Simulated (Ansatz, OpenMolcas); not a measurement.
How basis sets differ on BH2Cl (SMILES BCl)

BH2Cl: 4 atoms, total charge 0, spin state singlet. As SMILES, `BCl`. The coordinates come from a PBE0-D4/def2-TZVP relaxation.

```xyz
4

B    -0.1167    0.0217   -0.0753
Cl    1.3650   -0.3953    0.7212
H    -1.1062   -0.5595    0.2404
H    -0.0866    0.8728   -0.9066
```

Quantity: the dipole moment, in D. The values are calculated.

```tsv
level	kind	program	value (D)	CPU time
HF/STO-3G	Hartree–Fock	Ansatz	1.50	0.23 s
HF/3-21G	Hartree–Fock	OpenMolcas	1.62	1.8 s
HF/def2-SVP	Hartree–Fock	OpenMolcas	0.80	2.2 s
HF/def2-TZVP	Hartree–Fock	OpenMolcas	0.88	6.5 s
```

The values span 0.80 to 1.62 D. Magnitudes only: a small dipole may point the other way at some levels. Sets without polarisation functions give poor dipoles. CPU times are rough (shared hosts, several kinds of processor): they show what a rung costs within a factor of a few.
